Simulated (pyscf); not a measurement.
Elementary routes open to F–SiH₂–F (SMILES F[SiH2]F) + H₂O (SMILES O) in the gas phase (singlet surface):
A. HF (SMILES F) + HO–SiH₂–F (SMILES O[SiH2]F) (F–Si, H–O broken; F–H, O–Si formed)
B. HO–SiH(F)–F (SMILES O[SiH](F)F) + H₂ (SMILES [H][H]) (H–Si, H–O broken; O–Si, H–H formed)

Optimised with ωB97X-D3(BJ)/def2-SVP in PySCF.

**Question.** Rank the routes by free-energy barrier at 1200 K, lowest first, for ωB97M-D3(BJ)/def2-TZVP energies (ideal gas, 1 atm, RRHO with modes under 100 cm⁻¹ raised to 100, one conformer, R ln 2 for chiral ones without a mode under 150 cm⁻¹).

**Answer.** A (2.65 eV), B (2.98 eV)

Route A is the fastest of these, ahead of the next by 0.33 eV. The most stable products are those of B (ΔG = -1.06 eV), whose barrier is 0.33 eV higher: the kinetic and the thermodynamic product differ. At 298 K A is still the fastest. A: On the reactant side the descent ends in a complex (not fully relaxed), 0.18 eV under the separated species and 1.07 eV under the saddle at ωB97X-D3(BJ)/def2-TZVP. On the product side the descent ends in a complex, 0.27 eV under the separated species and 0.77 eV under the saddle at ωB97X-D3(BJ)/def2-TZVP. B: On the reactant side the descent ends in a complex, 0.18 eV under the separated species and 1.47 eV under the saddle at ωB97X-D3(BJ)/def2-TZVP. Only these routes are compared; each barrier is that of the saddle found, and lower ones may exist.
